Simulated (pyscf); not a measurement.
silane (SiH₄) + F atom (F•) → silylene (SiH₂) [singlet] + hydrogen fluoride (HF) + H atom (H•), gas phase, doublet surface. Single points on ωB97X-D3(BJ)/def2-SVP structures (PySCF, gas phase). MP2 and CC: frozen core, UHF for open shells. ΔMP2 is the change of the MP2 total energy from the triple- to the quadruple-zeta basis. ΔG in kcal/mol from CCSD(T)/def2-TZVPP + ΔMP2(QZVPP) energies (ideal gas, 1 atm, RRHO with modes under 100 cm⁻¹ raised to 100, one conformer, R ln 2 for chiral ones without a mode under 150 cm⁻¹).

| T (K) | ΔG |
|---|---|
| 298 | +15.2 |
| 600 | +4.7 |
| 900 | ? |
| 1200 | -16.7 |

Q: Fit a line to the three values, predict ΔG at 900 K, and estimate where the reaction turns favourable at 1 atm of each gas.

A: Least squares gives ΔG = +25.8 − 35.4 × T/1000 K, so ΔS is about +148 J/(mol K) and ΔH about +25.8 kcal/mol over this range (ΔH at 298 K: +25.2). At 900 K the line gives -6.1; the computed value is -6.1. ΔG = 0 falls near 730 K; 1 kcal/mol in the energy moves that by 28 K. This is thermodynamics alone and says nothing of the barrier. The CCSD(T) − MP2 part came from Ansatz, without density fitting, on the same reference. Left out: orbital degeneracy and the spin-orbit lowering of F.
